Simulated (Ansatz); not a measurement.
A nudged elastic band was laid between two geometries of BH3O + ClH (7 atoms, charge 0, multiplicity 1).

Computed with Ansatz 0.2.0, RKS r2SCAN/def2-SVP.

```
movable images  : 9
climbing image  : yes
spring          : 5.0 eV/Å²
optimiser       : quadratic models (default)
start path      : through a guess of the saddle point
force threshold : 0.05 eV/Å
iteration limit : 45
end points      : relaxed
```

First end point:

```xyz
7
Properties=species:S:1:pos:R:3
B -0.140 -0.418 -0.001
O -0.515 0.137 1.179
H -1.141 -0.392 1.692
H 0.640 0.215 -0.667
H -0.587 -1.494 -0.333
Cl 0.790 2.996 1.588
H 0.193 1.841 1.566
```

Last end point:

```xyz
7
Properties=species:S:1:pos:R:3
B 0.021 0.355 0.026
O -0.174 -0.100 1.620
H -1.066 0.188 1.880
H 1.177 0.074 -0.190
H -0.848 -0.270 -0.535
Cl -0.298 2.177 0.084
H 0.429 0.462 2.139
```

Q: Which bonds break or form, and what moves?

A: Bonds broken: Cl6–H7. Bonds formed: B1–Cl6, O2–H7. BH3O + ClH becomes BClH4O.

Q: Give the energies along the band, and the barrier.

A: The forces met the threshold. The highest image is number 7 of 0 to 10, 0.69 eV above the first end and 0.69 eV above the last; the last end lies 0.00 eV above the first. A vibrational analysis at the climbing image gives one clearly imaginary mode, 887i cm⁻¹: a first-order saddle point. The orbitals stay closed-shell, which can raise the energy where a bond breaks towards radicals; this wasn't checked here.

```csv
image,path coordinate (Å),energy (eV),Cl6–H7 (Å),B1–Cl6 (Å),O2–H7 (Å)
0,0.00,0.00,1.30,3.88,1.89
1,0.44,0.01,1.30,3.86,1.89
2,0.89,0.02,1.30,3.77,1.92
3,1.33,0.04,1.30,3.60,1.99
4,1.77,0.06,1.29,3.38,2.09
5,2.21,0.10,1.30,3.05,2.03
6,2.66,0.30,1.32,2.64,1.72
7,3.10,0.69,1.51,2.25,1.29
8,3.63,0.14,2.01,1.92,1.00
9,4.16,0.02,2.51,1.85,0.98
10,4.69,0.00,2.77,1.85,0.97
```

Q: What is the geometry of the highest image?

A: 
```xyz
7
Properties=species:S:1:pos:R:3:forces:R:3
B 0.046 0.050 0.160 0.00 0.04 0.02
O -0.073 -0.075 1.636 0.01 -0.02 0.02
H -0.984 -0.275 1.899 0.00 0.00 -0.02
H 1.159 -0.123 -0.249 0.00 -0.01 -0.01
H -0.950 -0.185 -0.473 -0.01 -0.01 -0.01
Cl 0.040 2.278 0.493 0.00 0.01 -0.01
H 0.002 1.215 1.558 0.00 0.00 0.00
```

Q: What are the harmonic wavenumbers there?

A: 887i, 381, 482, 520, 657, 837, 972, 1090, 1098, 1158, 1242, 1492, 2602, 2735, 3809 cm⁻¹.

The run took 7.9 min on 1 thread of Arm Neoverse V1, with other jobs on the host, peak memory 0.12 GiB.
